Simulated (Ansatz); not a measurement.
Geometry optimisation, RKS B3LYP/def2-SVP (Ansatz 0.2.0).

input.yaml

```yaml
crystal:
  periodic: [false, false, false]
  atoms:
    - { symbol: Si, position_ang: [-0.782027, -0.63467, 0.12378] }
    - { symbol: Si, position_ang: [-0.158466, 1.253173, 1.203958] }
    - { symbol: H, position_ang: [-2.268505, -0.82723, 0.168347] }
    - { symbol: H, position_ang: [-0.178357, -1.818179, 0.818349] }
    - { symbol: C, position_ang: [-0.259473, -0.599924, -1.699462] }
    - { symbol: H, position_ang: [2.191751, -0.047883, 0.743148] }
    - { symbol: H, position_ang: [1.921668, -0.642851, 0.487312] }
    - { symbol: H, position_ang: [0.50551, 0.910875, 2.4996] }
    - { symbol: H, position_ang: [-1.28734, 2.173394, 1.525687] }
    - { symbol: H, position_ang: [0.802232, 2.023654, 0.354239] }
    - { symbol: H, position_ang: [-0.484035, -1.57407, -2.16394] }
    - { symbol: H, position_ang: [0.814611, -0.393874, -1.817705] }
    - { symbol: H, position_ang: [-0.817467, 0.177484, -2.243212] }
basis:
  gaussian: { orbitals: def2-SVP }
hamiltonian:
  xc: b3lyp
relax:
  f_tol: 0.03
  max_steps: 50
```

Command:

```bash
$ ansatz run input.yaml --threads 2 --pin off --max-ram 3072MiB --backend cpu --events-out ev --progress --plain --runs-dir out
```

Problem. Where does it end, and by what steps?

Solution. The run converged. The force dipped under the threshold on the way, but the program's further checks kept it going. After 19 steps the energy has fallen by 0.291 eV; H7 moved furthest, 1.52 Å.

| step | energy less start (eV) | largest force component (eV/Å) | accepted |
| --- | --- | --- | --- |
| 0 | 0.0000 | 2.121 | yes |
| 1 | -0.1977 | 0.243 | yes |
| 2 | -0.2340 | 0.107 | yes |
| 3 | -0.2463 | 0.177 | yes |
| 4 | -0.2538 | 0.095 | yes |
| 5 | -0.2631 | 0.029 | yes |
| 6 | -0.2453 | 0.961 | no |
| 7 | -0.2672 | 0.070 | yes |
| 8 | -0.2706 | 0.158 | yes |
| 9 | -0.2732 | 0.233 | yes |
| 10 | -0.2777 | 0.143 | yes |
| 11 | -0.2812 | 0.208 | yes |
| 12 | -0.2860 | 0.132 | yes |
| 13 | -0.2885 | 0.010 | yes |
| 14 | -0.2895 | 0.063 | yes |
| 15 | -0.2900 | 0.087 | yes |
| 16 | -0.2904 | 0.059 | yes |
| 17 | -0.2908 | 0.020 | yes |
| 18 | -0.2908 | 0.056 | no |
| 19 | -0.2911 | 0.020 | yes |

```xyz
13
Properties=species:S:1:pos:R:3
Si -0.884 -0.654 0.122
Si -0.453 1.380 1.238
H -2.300 -1.055 0.392
H -0.002 -1.719 0.694
C -0.599 -0.510 -1.745
H 3.570 -0.385 0.616
H 3.355 -1.115 0.621
H -0.711 1.244 2.703
H -1.326 2.471 0.706
H 0.971 1.795 1.049
H -0.810 -1.470 -2.243
H 0.445 -0.234 -1.965
H -1.256 0.255 -2.186
```

Time of the run: 41 s on 2 threads of Arm Neoverse V1, with other jobs on the host, peak memory 0.2 GiB.
